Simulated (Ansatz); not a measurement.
A calculation on Cs2AgBiBr6 (Fm-3m, No. 225) returned lattice constant a 10.996 Å, band gap 0.95 eV.

For reference: lattice constant a 11.232 Å (measured, 298 K, copied from a table, unchecked, not corrected to a static lattice; as tabulated in Journal of the American Chemical Society 139, 5015 (2017)).

### Question
Which level of theory produced these numbers?
A. LDA (Ansatz, a quantum-chemistry and plane-wave program)
B. r²SCAN+rVV10 (Ansatz)
C. HSE06 (Ansatz)
D. r²SCAN (Ansatz)

### Answer
A, LDA (Ansatz)

The others give: r²SCAN+rVV10 11.238 Å, 1.60 eV; HSE06 11.417 Å, 2.22 eV; r²SCAN 11.344 Å, 1.67 eV.

Unless a cell is named, each level is at its own relaxed cell (HSE06 37.20, LDA 33.24, r²SCAN 36.50, r²SCAN+rVV10 35.48 Å³/atom).

Levels without +SOC have no spin–orbit coupling; where heavier elements are present it shifts gaps, mostly down, and can invert bands. Density-functional gaps are differences of (generalised) Kohn–Sham levels.

Ansatz's density-functional and Hartree–Fock values are scalar-relativistic unless marked +SOC, with PAW data made under PBE.
